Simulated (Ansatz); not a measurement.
# O2 (triplet) (SMILES O=O): single points off equilibrium

One table from this session's results is given with a row withheld; the runs are named, their logs left out.

Program: Ansatz 0.2.0, Gaussian basis. Level of theory: single points in def2-TZVPP. These are calculated values, not measurements.

Cores are frozen in the correlated methods. Orbitals are unrestricted.

**The starting structure**

2 atoms, charge 0, spin multiplicity 3.

Atoms are counted from 1 here; the program's logs count them from 0.

Bond lengths: O1–O2 1.156 Å.

Coordinates:

```tsv
atom	x (Å)	y (Å)	z (Å)
O1	0.4538	-0.0397	0.3023
O2	-0.5394	0.1538	-0.2566
```

The first run:

The input, run/in.yaml:

```yaml
crystal:
  periodic: [false, false, false]
  atoms:
    - {symbol: O, position_ang: [0.453800, -0.039700, 0.302300]}
    - {symbol: O, position_ang: [-0.539400, 0.153800, -0.256600]}
basis:
  gaussian: {orbitals: def2-TZVPP}
magnetization: {spin_polarized: true, initial_magnetization: 2}
correlation: {method: ccsd_t}
scf: {omitted_lower_state_checks: [cluster_reference]}
output: {forces: true}
```

The command line of these runs was not kept.

Among the steps run: CCSD(T)/def2-TZVPP; PBE0-D4/def2-TZVPP; wB97M-V/def2-TZVPP; r2SCAN-D4/def2-TZVPP; PBE-D4/def2-TZVPP; B97M-V/def2-TZVPP; wB97X-V/def2-TZVPP.

One of the session's tables, all rows but one given; the rest of the session is left out.

```
   method  RMS force component (eV/Å)
  CCSD(T)                       2.921
  PBE0-D4                       2.094
  wB97M-V                       2.356
r2SCAN-D4                       2.719
   PBE-D4                       3.240
   B97M-V                           ?
  wB97X-V                       2.332
```

**Question.** Estimate the row for B97M-V.

As computed: RMS force component (eV/Å): 2.440. In the column «RMS force component (eV/Å)» it lies between wB97M-V (2.356) and r2SCAN-D4 (2.719).
